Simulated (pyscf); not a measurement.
Structures and frequencies: ωB97X-D3(BJ)/def2-SVP in PySCF. Correlated levels are frozen-core, on RHF or UHF. ΔMP2 is the change of the MP2 total energy from the triple- to the quadruple-zeta basis.

Q: For the elementary gas-phase step H₂N–SiH₂–OH + hydrogen fluoride (HF) → H₂N–SiH₂–F + water (H₂O) (singlet surface; O–Si, F–H broken, F–Si, H–O formed), what barrier and reaction energy does CCSD/def2-TZVPP give, measured from the separated reactants?

A: ΔE‡ = 16.3 kcal/mol, ΔE = -11.5 kcal/mol. CCSD(T)/def2-TZVPP + ΔMP2(QZVPP) gives 14.5 kcal/mol and -11.5 kcal/mol. Zero-point energy shifts the barrier by +1.8 kcal/mol. It is a four-centre exchange, with an imaginary mode of 592i cm⁻¹. On the reactant side the descent ends in a bound adduct, 9.3 kcal/mol under the separated species and 20.9 kcal/mol under the saddle at ωB97X-D3(BJ)/def2-TZVP. At ωB97X-D3(BJ) the barrier from the zero used here is 11.5 kcal/mol. The same reactants have a lower exit, to HO–SiH₂–F + NH₃ (barrier +1.8 kcal/mol at ωB97M-D3(BJ), against +11.1 kcal/mol here). This is the saddle that the search found; another between the same sides may lie lower. The CCSD(T) − MP2 part came from Ansatz, without density fitting, on the same reference.
